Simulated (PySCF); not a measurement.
**How close CCSD(T) comes to the exact answer in a basis**

Each species is computed at the geometry given (Å), with frozen cores, in PySCF 2.14.0: RHF-CCSD(T) for singlets, UHF-CCSD(T) otherwise, and full CI in the same basis. The script picks the determinant by trial CCSD, so it needn't be the lowest Hartree–Fock solution. States: CH4 A, NO Π, CS Σ⁺ or Δ, SiH2 B1. Cases whose determinant has another symmetry than full CI's state, or whose (Q) step broke down, weren't drawn.

Judging by size, spin and bonding, rank them by the size of CCSD(T)'s error in total energy against full CI in the same basis, smallest first (an estimate).
A. NO, doublet, 6-31G: N 0.000 0.000 0.000; O 0.000 0.000 1.143
B. CS, singlet, 6-31G: C 0.000 0.000 0.000; S 0.000 0.000 1.545
C. CH4, singlet, 6-31G: C 0.000 0.000 0.000; H 0.629 0.629 0.629; H -0.629 -0.629 0.629; H 0.629 -0.629 -0.629; H -0.629 0.629 -0.629
D. SiH2, triplet, 6-31G*: Si 0.000 0.000 0.051; H 0.000 1.272 -0.708; H 0.000 -1.272 -0.708

C (8.2 meV), D (14.4 meV), B (35.2 meV), A (55.6 meV).

```tsv
species	basis	correlated electrons	CCSD(T) − full CI (meV)	CCSDT(Q) − full CI (meV)	unpaired electrons (full CI)	T1	⟨S²⟩ of the determinant
CH4, singlet	6-31G	8	8.2	0.1	0.02	0.004	0.00
SiH2, triplet	6-31G*	6	14.4	–	2.02	0.016	2.01
CS, singlet	6-31G	10	35.2	3.8	0.12	0.031	0.00
NO, doublet	6-31G	11	55.6	–	1.07	0.039	0.84
```

Unpaired electrons are Σ n²(2−n)² over natural occupations; an open shell counts its own unpaired electrons too. Frozen cores follow each run's orbitals, which moves totals by a few meV. A dash: (Q) wasn't run for open shells.
